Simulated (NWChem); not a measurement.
## Basis-set dependence for allene (C3H4)

SMILES: C=C=C
```xyz
7

C      0.0000     0.0000     1.3078
C      0.0000     0.0000     0.0000
C      0.0000     0.0000    -1.3078
H      0.0000    -0.9368     1.8749
H      0.0000     0.9368     1.8749
H      0.9368     0.0000    -1.8749
H     -0.9368     0.0000    -1.8749
```
Charge 0, spin multiplicity 1.

All runs are NWChem calculations. Structure: optimised with PBE0/def2-SVP, a minimum by its harmonic frequencies.

Hartree-Fock energies in Ha, correlation energies in mHa.

The correlated methods keep 3 core orbitals frozen. No row is a measurement; the coupled-cluster row has its own basis-set and correlation limits.

| basis | functions | RHF | MP2 | SCS-MP2 | CCSD | CCSD+T(CCSD) | CCSD(T) | CR-CCSD[T] | CR-CCSD(T) |
|---|---|---|---|---|---|---|---|---|---|
| 3-21G | 35 | -115.21798 | -264.2 | -266.2 | -297.4 | -307.9 | -307.3 | -305.4 | -305.0 |
| def2-SVP | 62 | -115.77774 | -391.9 | -391.1 | -426.5 | -443.7 | -443.0 | -439.7 | -439.2 |
| def2-TZVP | 117 | -115.90681 | -466.0 | -466.0 | not run | not run | not run | not run | not run |

From def2-SVP to def2-TZVP the Hartree-Fock energy moves by -129.1 mHa and the MP2 correlation energy by -74.0 mHa, which is 16 % of its value in the larger set.
